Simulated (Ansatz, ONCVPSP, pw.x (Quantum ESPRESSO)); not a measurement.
## From atom to crystal: ONCV potential for O

ONCVPSP 4.0.1.1 (patched build) input, shortened (lines: element, Z, core and valence counts, functional; n l f; lmax; l rc ep ncon nbas qcut; lloc lpopt rc5 dvloc0; l nproj debl; icmod fcfact rcfact), LDA (Perdew-Wang 92), scalar-relativistic:

```
  O 8.00    1    2  -001012      upf
    1    0    2.00
    2    0    2.00
    2    1    3.00
    2
    0    0.65    0.00    3    7   10.70
    1    1.70    0.00    4    7    8.60
    2    1.70    0.42    4    7    5.80
    4    5    0.65    0.00
    0    2    1.80
    1    3    3.20
    2    2    0.60
    2    0.55    0.90
```

Atomic tests: cutoffs needed: 43 Ha and 55 Ha (the cutoffs (Ha) at which the residual kinetic energy of the hardest occupied pseudo-wave falls to 1 and 0.1 mHa per electron); ghost test: no bound ghost flagged; GHOST(+) flagged for d at 128.9 eV; largest excitation error: +879 meV (all-electron minus pseudo) for 2s2 2p1, out of 4 test configurations.

Crystal test: fcc O in pw.x 7.5, no spin, 18³ k-points, Fermi–Dirac smearing 0.01 Ry, cutoffs 130/520 Ry. The reference is all-electron LAPW (Ansatz 0.2.0) with the same functional, mesh and smearing; V0 and B0 come from Birch–Murnaghan fits to the pressures at five volumes. Errors are pseudo minus all-electron; Δ is the rms difference of the E(V) curves that follow from these fits, minima aligned, over ±6 % about the mean V0. Mesh and smearing are coarse, so the numbers serve the comparison and aren't converged zero-temperature values; the lattice is a test structure that the element need not adopt. Spin polarisation is left out.

All-electron: a0 = 3.070 Å (V0 = 7.23 Å³/atom), B0 = 194.3 GPa.

**Question.** How far does the potential miss the all-electron equation of state?

**Answer.** mean pressure error (GPa): -1.47; a0 (Å): 3.062; a0 error (%): -0.25; B0 error (%): +0.4; Δ (meV/atom): 2.3.

| V (Å³/atom) | P all-electron (GPa) | P pseudo (GPa) |
| --- | --- | --- |
| 6.852 | 11.85 | 10.07 |
| 7.033 | 5.78 | 4.17 |
| 7.213 | 0.50 | -0.95 |
| 7.393 | -4.09 | -5.40 |
| 7.574 | -8.08 | -9.27 |

**Question.** At the middle volume, how do free energy and pressure move when the wave cutoff is lowered (ecutrho kept at four times it)?

**Answer.**

| cutoff (Ry) | shift of F (meV/atom) | shift of P (GPa) |
| --- | --- | --- |
| 58 | +554.7 | -35.55 |
| 78 | +107.0 | -11.21 |
| 104 | +5.3 | -1.13 |

The run at the middle volume (195 k-points, 11 iterations) took about 65 s on one core of a shared host (Neoverse-N1, 64 threads, 124 GiB, load 56).
